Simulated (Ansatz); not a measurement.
# LiC+ (triplet): the correlation ladder at distance C1–Li2 = 5.101 Å, aug-cc-pVTZ

One table from this session's results is given with a row withheld; the runs are named, their logs left out.

The runs use Ansatz 0.2.0, Gaussian basis; aug-cc-pVTZ, core rule «outside noble gas», up to 2 orbitals frozen.

The runs, in order: UHF; CCSD(T) on ROHF; CCSD(T) on UHF; BCCD(T) on ROHF; CCSDT(Q) on ROHF; CCSDT(Q) on UHF; Full CI.

39 further runs of the same task are left out: 19 for a known fault of the program, 15 that didn't finish, 5 set aside as unsound or not needed.

**What is computed**

The geometry derives from a PBE0/def2-TZVP stationary point (not a proven minimum). One bond is set to the value named and the two fragments are kept rigid.

2 atoms, charge 1, spin multiplicity 3.

Atoms are counted from 1 here; the program's logs count them from 0.

No contacts short enough for the rule that draws bonds.

Set-up of the first run:

in.yaml

```yaml
crystal:
  periodic: [false, false, false]
  atoms:
    - {symbol: C, position_ang: [0.000000, 0.000000, 0.000000]}
    - {symbol: Li, position_ang: [0.000000, 0.000000, 5.101000]}
basis:
  gaussian: {orbitals: aug-cc-pVTZ}
total_charge: 1
magnetization: {spin_polarized: true, initial_magnetization: 2}
hamiltonian: {xc: hf}
output: {orbitals: {seedname: orbitals}}
```

On the command line:

```sh
$ ansatz run in.yaml --threads 1 --pin off --events-out ev --progress --plain --max-ram 2393MiB
```

Among the steps run: UHF; CCSD(T) on ROHF; CCSD(T) on UHF; BCCD(T) on ROHF; CCSDT(Q) on ROHF; CCSDT(Q) on UHF; Full CI.

One of the session's tables, all rows but one given; the rest of the session is left out.

It belongs to the step «Misses and costs». 

```
   method  from FCI (kcal/mol)
     ROHF               +59.85
      UHF               +56.77
     RMP2               +14.33
     UMP2               +14.24
    RCCSD                +1.76
    UCCSD                +1.65
 RCCSD(T)                +0.33
 UCCSD(T)                +0.28
  BCCD(T)                +0.33
   RCCSDT                +0.01
   UCCSDT                    ?
RCCSDT(Q)                -0.01
UCCSDT(Q)                -0.05
      FCI                    0
```

**Question.** Estimate the row for UCCSDT.

**Answer.** from FCI (kcal/mol): -0.03. In the column «from FCI (kcal/mol)» it lies between UCCSDT(Q) (-0.05) and RCCSDT(Q) (-0.01).

To keep in mind: UCCSDT(Q) falls below full CI: unrestricted runs freeze a spin-polarised core, another one than full CI's, and coupled cluster isn't variational. Levels on UHF freeze UHF's core orbitals, full CI those of ROHF, so the U rows can settle a little off it for that reason alone. Restricted and unrestricted rows rest on different reference determinants; where their highest levels disagree by more than a few hundredths of an eV, they describe different states and don't form one ladder.
